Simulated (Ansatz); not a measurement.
**Scan of the S3–H8 bond length**

CH5AlS (SMILES [CH3][AlH][SH]), closed shell, at its PBE0-D4/def2-TZVP minimum:

C1  (-0.729, 1.067, -0.418)
Al2  (0.572, -0.327, -0.038)
S3  (-0.004, -1.933, 1.332)
H4  (-0.343, 2.048, -0.124)
H5  (-1.676, 0.909, 0.102)
H6  (-0.938, 1.121, -1.491)
H7  (2.030, -0.381, -0.654)
H8  (1.180, -2.561, 1.235)
(Å)

The bond length S3–H8 (1.344 Å at the minimum) is set to the values below, with the rest relaxed at PBE0-D4/def2-TZVP at each step. Each method's energies count from its own value at the PBE0-D4 minimum structure. Computed with Ansatz 0.2.0 (basis: def2-TZVPP); correlated methods freeze the cores. B3LYP uses VWN-RPA correlation.

CCSD(T) energies along the scan:
```tsv
bond length (Å)	CCSD(T) (eV)
1.209	0.289
1.236	0.173
1.276	0.061
1.322	0.004
1.373	0.013
1.428	0.087
1.487	0.220
1.548	0.400
1.612	0.619
```
They count from the CCSD(T) energy at the PBE0-D4 minimum.

Minimum and curvature along this coordinate at CCSD(T): A fifth-order fit through the nearest points gives 1.340 Å, with a curvature of about 26 eV/Å².

Largest difference from the CCSD(T) curve over the scan: r2SCAN-D4 0.013; B3LYP-D4 0.017; wB97M-V 0.017; HF 0.127 eV. Each curve counts from its own value at the minimum.

The T1 diagnostic stays at or below 0.012.

For scale, one of the runs: CCSD(T)/def2-TZVPP, 185 basis functions (an equivalent command: `ansatz run in.yaml --threads 2`). Hardware: 2 CPU threads, shared host. Wall time 23 s; peak host memory 1.7 GiB.
